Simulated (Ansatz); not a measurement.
Nudged elastic band run: C$_{2}$HO$_{2}$, charge -1

The input (input.yaml):

```yaml
crystal:
  periodic: [false, false, false]
  atoms:
    - { symbol: O, position_ang: [0.423596, -1.873272, 1.100148] }
    - { symbol: C, position_ang: [0.112139, -0.766094, 0.636279] }
    - { symbol: C, position_ang: [-0.314638, 0.423036, 0.388886] }
    - { symbol: O, position_ang: [-0.32735, 1.332963, -0.686586] }
    - { symbol: H, position_ang: [0.106253, 0.883367, -1.438718] }
total_charge: -1
basis:
  gaussian: { orbitals: def2-SVP }
hamiltonian:
  xc: pbe
  dispersion: d4
neb:
  order_check: false
  images: 5
  f_tol: 0.05
  max_iterations: 60
  initial_path: idpp
  final_atoms:
    - { symbol: O, position_ang: [0.24813248, -1.78438162, 1.51939688] }
    - { symbol: C, position_ang: [0.12132851, -0.85163795, 0.71678595] }
    - { symbol: C, position_ang: [0.11668755, -0.06123049, -0.30443108] }
    - { symbol: O, position_ang: [-0.35042227, 1.26820908, -0.50023643] }
    - { symbol: H, position_ang: [-0.13572627, 1.42904097, -1.43150632] }
```

Launched with:

```bash
$ ansatz run input.yaml --threads 1 --pin off --max-ram 2048MiB --backend cpu --events-out ev --progress --plain --runs-dir out
```

Output, in part (warnings, iteration lines, the closing report on the highest movable image, with atoms numbered from 0):

```
NEB end point (image 0): max|allowed force component| = 7.732e-3 eV/Å (the criterion of neb.relax_end_points is 1.000e-2)
NEB end point (image 6): max|allowed force component| = 5.661e-3 eV/Å (the criterion of neb.relax_end_points is 1.000e-2)
NEB iter   1: max|band force component| = 1.800e0 eV/Å  barrier→ = 0.2190 eV  barrier← = 0.2873 eV  Δτ_max = 0.0178 Å  (182 SCF iters)
NEB iter   2: max|band force component| = 4.797e-1 eV/Å  barrier→ = 0.1946 eV  barrier← = 0.2629 eV  CI = image 3  Δτ_max = 0.0432 Å  (153 SCF iters)
NEB iter   3: max|band force component| = 2.975e-1 eV/Å  barrier→ = 0.1875 eV  barrier← = 0.2558 eV  CI = image 3  Δτ_max = 0.0350 Å  (149 SCF iters)
NEB iter   4: max|band force component| = 2.552e-1 eV/Å  barrier→ = 0.1858 eV  barrier← = 0.2541 eV  CI = image 3  Δτ_max = 0.0361 Å  (149 SCF iters)
NEB iter   5: max|band force component| = 1.884e-1 eV/Å  barrier→ = 0.1823 eV  barrier← = 0.2506 eV  CI = image 3  Δτ_max = 0.1975 Å  (151 SCF iters)
NEB iter   6: max|band force component| = 1.760e0 eV/Å  barrier→ = 0.2712 eV  barrier← = 0.3395 eV  CI = image 1  Δτ_max = 0.0983 Å  (170 SCF iters)
NEB iter   7: max|band force component| = 8.606e-1 eV/Å  barrier→ = 0.0887 eV  barrier← = 0.1570 eV  CI = image 3  Δτ_max = 0.1757 Å  (166 SCF iters)
NEB iter   8: max|band force component| = 1.347e0 eV/Å  barrier→ = 0.1212 eV  barrier← = 0.1894 eV  CI = image 3  Δτ_max = 0.0905 Å  (162 SCF iters)
NEB iter   9: max|band force component| = 1.003e0 eV/Å  barrier→ = 0.0973 eV  barrier← = 0.1656 eV  CI = image 3  Δτ_max = 0.0888 Å  (155 SCF iters)
NEB iter  10: max|band force component| = 1.063e0 eV/Å  barrier→ = 0.0335 eV  barrier← = 0.1018 eV  CI = image 3  Δτ_max = 0.0872 Å  (163 SCF iters)
NEB iter  11: max|band force component| = 1.477e0 eV/Å  barrier→ = 0.0074 eV  barrier← = 0.0757 eV  CI = image 1  Δτ_max = 0.1744 Å  (151 SCF iters)
NEB iter  12: max|band force component| = 9.467e-1 eV/Å  barrier→ = 0.0080 eV  barrier← = 0.0762 eV  CI = image 1  Δτ_max = 0.1872 Å  (169 SCF iters)
NEB iter  13: max|band force component| = 1.341e0 eV/Å  barrier→ = 0.0613 eV  barrier← = 0.1296 eV  CI = image 3  Δτ_max = 0.1001 Å  (168 SCF iters)
NEB iter  14: max|band force component| = 1.010e0 eV/Å  barrier→ = 0.0488 eV  barrier← = 0.1171 eV  CI = image 3  Δτ_max = 0.1001 Å  (162 SCF iters)
NEB iter  15: max|band force component| = 4.980e-1 eV/Å  barrier→ = 0.0071 eV  barrier← = 0.0754 eV  CI = image 1  Δτ_max = 0.0716 Å  (157 SCF iters)
NEB iter  16: max|band force component| = 1.593e-1 eV/Å  barrier→ = 0.0078 eV  barrier← = 0.0761 eV  CI = image 1  Δτ_max = 0.0135 Å  (150 SCF iters)
NEB iter  17: max|band force component| = 1.026e-1 eV/Å  barrier→ = 0.0080 eV  barrier← = 0.0763 eV  CI = image 1  Δτ_max = 0.0114 Å  (153 SCF iters)
NEB iter  18: max|band force component| = 5.842e-2 eV/Å  barrier→ = 0.0080 eV  barrier← = 0.0763 eV  CI = image 1  Δτ_max = 0.0040 Å  (158 SCF iters)
NEB iter  19: max|band force component| = 1.458e-2 eV/Å  barrier→ = 0.0080 eV  barrier← = 0.0763 eV  CI = image 1  Δτ_max = 0.0000 Å  (278 SCF iters)
Total energy: -6170.72948415 eV, -226.7701258717 hartree
Atom 0 at     0.449441    -1.888364     1.164636 Å, force     0.000989     0.001633    -0.000213 eV/Å
Atom 1 at     0.167555    -0.796101     0.652447 Å, force     0.002179    -0.007333    -0.000830 eV/Å
Atom 2 at    -0.418507     0.279905     0.248737 Å, force    -0.006314    -0.000399     0.006997 eV/Å
Atom 3 at    -0.167923     1.386611    -0.585148 Å, force     0.002031     0.006588    -0.008339 eV/Å
Atom 4 at    -0.030566     1.017949    -1.480664 Å, force     0.001114    -0.000489     0.002386 eV/Å
Dipole moment:     0.178869     0.232762    -0.596062 e Å
```

The run converged. A vibrational analysis at the climbing image gives one clearly imaginary mode, 131i cm⁻¹: a first-order saddle point. Limits of this set-up: an anion without diffuse functions, the dipole of an ion depends on the origin.

Final band (atoms are numbered from 1 in the order of the input):

| image | path coordinate (Å) | energy (eV) | dihedral C2–C3–O4–H5 (°) |
| --- | --- | --- | --- |
| 0 | 0.00 | 0.000 | 1 |
| 1 | 0.36 | 0.008 | 62 |
| 2 | 0.57 | 0.003 | 88 |
| 3 | 0.77 | -0.015 | 113 |
| 4 | 0.97 | -0.039 | 136 |
| 5 | 1.18 | -0.060 | 158 |
| 6 | 1.38 | -0.068 | -180 |

The run took 82 s on 1 thread of Arm Neoverse V2, with other jobs on the host, peak memory 0.099 GiB.
